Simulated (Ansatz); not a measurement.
# Which is lower?

Two relaxed structures of CH4NS, doublet (PBE0-D4/def2-TZVP; forces vanish, vibrations not checked).

A:

```xyz
7
angstrom
N -0.6839 0.4341 -0.4284
C 0.3996 0.0586 0.4495
S 0.8793 -1.5898 -0.1075
H -1.4714 -0.1980 -0.3480
H -0.3896 0.4712 -1.3969
H 0.0498 0.0511 1.4811
H 1.2162 0.7727 0.3502
```

B:

```csv
atom,x (Å),y (Å),z (Å)
N1,0.3733,0.0386,0.4397
C2,-0.6930,0.3755,-0.4504
S3,1.0106,-1.5746,-0.1062
H4,-1.5886,-0.2118,-0.3122
H5,-0.3714,0.6518,-1.4435
H6,0.0534,-0.0351,1.4007
H7,1.1225,0.7234,0.4071
```

Computed with Ansatz 0.2.0 (basis: def2-TZVPP); correlated methods freeze the cores; orbitals are unrestricted. B3LYP uses VWN-RPA correlation.

(1) Which structure is lower at CCSD(T), and by how much? (Judge from chemistry; the value comes from the calculation.)

T1 diagnostic: at most 0.024. ⟨S²⟩ of the unrestricted Hartree–Fock references: 0.77 to 0.78 (a pure state has 0.75).

Results:

(1) Computed: A, by 168.1 kJ/mol (electronic energy, against the other). By their contacts, A is CH₄NS ([NH2][CH2][S]) and B is CH₄NS ([CH2][NH2][S]).

All methods give the same order:

```tsv
method	E(B) − E(A) (kJ/mol)
PBE-D4	163.7
r2SCAN-D4	165.8
PBE0-D4	167.1
B3LYP-D4	163.1
wB97M-V	165.4
HF	158.9
MP2	175.2
CCSD	167.9
CCSD(T)	168.1
```

Labels in which every atom is bracketed show which atoms are joined, not bond orders.

For scale, one of the runs: CCSD(T)/def2-TZVPP, 160 basis functions, launched by `ansatz run in.yaml --threads 2 --pin off --events-out ev --progress --plain --max-ram 4352MiB`. Time: 84 s of wall clock on 2 CPU threads of an Arm Neoverse V1; the host was shared. Peak host memory: 2.8 GiB.
